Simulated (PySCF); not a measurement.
# Ionisation energy of Li by level of theory

Li [He] 2s1 (2S) → Li⁺ 1s2 (1S), as a difference of total energies. All numbers are calculated (PySCF 2.14, no relativity, point nucleus, in cc-pVTZ (4s3p2d1f, 30 functions)). The calculations carry no spin-orbit coupling.

```json
{"method": "UHF", "ionisation energy (eV)": "5.342"}
{"method": "MN15", "ionisation energy (eV)": "5.061"}
{"method": "B3LYP", "ionisation energy (eV)": "5.623"}
```

Q: Which method comes closest to the reference value, and which is furthest?

A: The reference is 5.392 eV (measured; NIST Atomic Spectra Database, ionization energies). Closest: UHF (error -0.050 eV); furthest: MN15 (error -0.331 eV).
